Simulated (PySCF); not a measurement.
Gas-phase reaction: 2 NH3 + 4 O → N2O + 3 H2O

Energies from PySCF, thermal terms from the rigid-rotor harmonic-oscillator model, ideal gas at 1 bar. Table values come from the NASA 1993 polynomials. † marks an energy on the PBE0/def2-TZVP geometry and frequencies; other levels use their own. MP2 freezes the core. 6-31G* has spherical d functions here. Open shells (unrestricted): O (multiplicity 3); the rest are closed-shell singlets. Spin-orbit splitting is ignored; it lowers the true energy and changes the entropy of O. B3LYP is the form with VWN-RPA correlation. MP2 isn't extrapolated to the basis-set limit.

Levels: a) PBE0/def2-QZVP†; b) BLYP/def2-TZVP†; c) MP2/def2-TZVPP†; d) B3LYP/6-31G*; e) HF/def2-TZVP†.

**Question.** Order the levels by the distance of their ΔH°(298 K) from the table for this reaction, closest first.

**Answer.** a (+29 kJ), b (-51 kJ), c (-83 kJ), d (+124 kJ), e (+937 kJ)

The table gives -1549 kJ. The order holds for this reaction alone, and for the 1993 entries, some of which have been revised since.
